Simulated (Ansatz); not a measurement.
# C₄H₉ClO: taking an electron away

Aim: the vertical ionisation energy of C₄H₉ClO, as cation minus neutral at the neutral's geometry, on several levels, and how well −ε(HOMO) stands in for it.

Computed with Ansatz 0.2.0, Gaussian basis. Level: unrestricted cation, the program's frozen cores in correlated methods.

Plan: UKS PBE-D4/def2-TZVPP; UKS r2SCAN-D4/def2-TZVPP; UKS PBE0-D4/def2-TZVPP; UKS B3LYP-D4/def2-TZVPP; UKS wB97X-V/def2-TZVPP; UKS wB97M-V/def2-TZVPP; UKS B2PLYP/def2-TZVPP; UHF-CCSD(T)/def2-TZVPP; UHF-MP2/def2-QZVPP; extrapolation to the limit; then −ε(HOMO) from the neutral's earlier runs with LDA (SPW92), PBE-D4, revPBE-D4, BLYP-D4, r2SCAN-D4, B97M-V, PBE0-D4, B3LYP-D4, r2SCANh-D4, r2SCAN0-D4, HSE06-D4, BHLYP-D4, CAM-B3LYP-D4, LC-ωPBE, ωB97X-V, ωB97M-V.

## Step 1: The relaxed structure

The geometry comes from an earlier relaxation with PBE0-D4 in a triple-zeta def2 set; it is a stationary point, not always the lowest conformer.

SMILES `CCOCCCl`, 15 atoms, charge 0, spin multiplicity 1.

Atoms are counted from 1 here; the program's logs count them from 0.

Bond lengths: C1–C2 1.507 Å, C1–H7 1.092 Å, C1–H8 1.092 Å, C1–H9 1.092 Å, C2–O3 1.411 Å, C2–H10 1.099 Å, C2–H11 1.100 Å, O3–C4 1.402 Å, C4–C5 1.517 Å, C4–H12 1.098 Å, C4–H13 1.092 Å, C5–Cl6 1.780 Å, C5–H14 1.089 Å, C5–H15 1.089 Å. Angles: C2–C1–H7 110.6°, C2–C1–H8 110.5°, C2–C1–H9 110.3°, H7–C1–H8 108.3°, H7–C1–H9 108.5°, H8–C1–H9 108.6°, C1–C2–O3 108.5°, C1–C2–H10 110.2°, C1–C2–H11 110.7°, O3–C2–H10 110.9°, O3–C2–H11 109.5°, H10–C2–H11 107.2°, C2–O3–C4 114.3°, O3–C4–C5 111.3°, O3–C4–H12 111.3°, O3–C4–H13 107.3°, C5–C4–H12 109.8°, C5–C4–H13 109.2° and more.

## Step 2: Cation, UKS PBE-D4/def2-TZVPP

Input file in.yaml:

```yaml
crystal:
  periodic: [false, false, false]
  atoms:
    - {symbol: C, position_ang: [0.446402, -2.343122, -0.071559]}
    - {symbol: C, position_ang: [0.664135, -0.853372, -0.015423]}
    - {symbol: O, position_ang: [-0.448278, -0.216684, -0.606024]}
    - {symbol: C, position_ang: [-0.351401, 1.181287, -0.659320]}
    - {symbol: C, position_ang: [-0.805375, 1.814932, 0.642585]}
    - {symbol: Cl, position_ang: [-0.701489, 3.587814, 0.523268]}
    - {symbol: H, position_ang: [-0.453725, -2.621279, 0.479904]}
    - {symbol: H, position_ang: [0.331385, -2.674553, -1.105215]}
    - {symbol: H, position_ang: [1.297389, -2.867102, 0.368682]}
    - {symbol: H, position_ang: [0.793291, -0.528409, 1.026755]}
    - {symbol: H, position_ang: [1.578368, -0.573158, -0.559437]}
    - {symbol: H, position_ang: [0.673043, 1.501418, -0.892090]}
    - {symbol: H, position_ang: [-1.000201, 1.520751, -1.469965]}
    - {symbol: H, position_ang: [-0.181470, 1.513867, 1.483039]}
    - {symbol: H, position_ang: [-1.842075, 1.557598, 0.854789]}
basis:
  gaussian: {orbitals: def2-TZVPP}
total_charge: 1
magnetization: {spin_polarized: true, initial_magnetization: 1}
hamiltonian: {xc: pbe, dispersion: d4}
```

Run with:

```
$ ansatz run in.yaml --threads 2 --pin off --events-out ev --progress --plain --max-ram 22528MiB --backend cuda --devices 0, --max-vram 18GiB
```

Further steps of the session: Cation, UKS r2SCAN-D4/def2-TZVPP; Cation, UKS PBE0-D4/def2-TZVPP; Cation, UKS B3LYP-D4/def2-TZVPP; Cation, UKS wB97X-V/def2-TZVPP; Cation, UKS wB97M-V/def2-TZVPP; Cation, UKS B2PLYP (frozen core)/def2-TZVPP; Cation, UHF-CCSD(T)/def2-TZVPP; Cation, UHF-MP2/def2-QZVPP.

**Question.** What will the summary of the whole plan be? Wanted: ionisation energy, CCSD(T)/CBS; nearest functional by difference; nearest −ε(HOMO); −ε(HOMO) of PBE; T1 of the cation.

**Answer**, as computed:

| quantity | value |
| --- | --- |
| ionisation energy, CCSD(T)/CBS | 10.18 eV |
| nearest functional by difference | ωB97X-V (-0.27 eV) |
| nearest −ε(HOMO) | ωB97X-V (-0.11 eV) |
| −ε(HOMO) of PBE | 6.09 eV |
| T1 of the cation | 0.030 |

In words: By cation minus neutral, the functionals miss by 1.02 eV at most. The PBE orbital energy is 4.1 eV too small: a semilocal HOMO is no ionisation energy. Among orbital estimates ωB97X-V comes nearest. Hartree-Fock falls 1.27 eV short, as the neutral has more correlation energy than the cation.
